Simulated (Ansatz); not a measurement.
`FC1=CCCC1` + H₂ → `C1=CCCC1` + H–F at 500 K and 1 bar (hydrogenolysis of a C–F bond).

Isolated molecules relaxed with PBE0-D4/def2-TZVP in Ansatz; ΔE leaves out vibrations. CBS: MP2 limit from def2 TZ/QZ plus the TZ coupled-cluster correction, frozen cores. This one scheme is used for every species.

```tsv
species	CCSD(T)/CBS energy (Eh)	H − E (kJ/mol)	S (J/(mol·K))
`FC1=CCCC1`	-294.24618	328.4	369.5
H₂	-1.17544	41.0	145.5
`C1=CCCC1`	-195.06189	343.9	344.5
H–F	-100.39570	39.4	188.7
```

H − E and S are ideal-gas, rigid-rotor, harmonic terms from PBE0-D4/def2-TZVP, for one conformer and one mirror image of each species. The MP2-based limit puts H₂ 0.8 mEh under its directly extrapolated value; such offsets cancel only in part. 1 Eh = 2625.50 kJ/mol, R = 8.31446 J/(mol·K).

Problem. By hand: ΔE, ΔH, ΔS and ΔG.

Solution. ΔE = (-195.06189) + (-100.39570) − (-294.24618) − (-1.17544) = -0.03597 Eh = -94.4 kJ/mol. Δ(H − E) = 343.9 + 39.4 − 328.4 − 41.0 = 13.9, so ΔH = -80.5 kJ/mol. ΔS = 344.5 + 188.7 − 369.5 − 145.5 = 18.2 J/(mol·K). ΔG = -80.5 − 500 × (18.2)/1000 = -89.6 kJ/mol.

Problem. By hand: the equilibrium constant, and the temperature at which ΔG would vanish if ΔH and ΔS stayed fixed.

Solution. log₁₀ K = −ΔG/(RT ln 10) = 9.4. ΔH and −TΔS have one sign here, so there is no such temperature.

ΔH outweighs TΔS. A doubt of 5 kJ/mol in ΔE shifts log₁₀ K by 0.5 here. Other conformers and mirror images would add mixing entropy, several J/(mol·K) or more a flexible species. These are equilibria of isolated gas molecules and say nothing of rates. Largest T1 diagnostic: 0.011 (customary marks: 0.02 for closed shells, 0.045 for open ones).
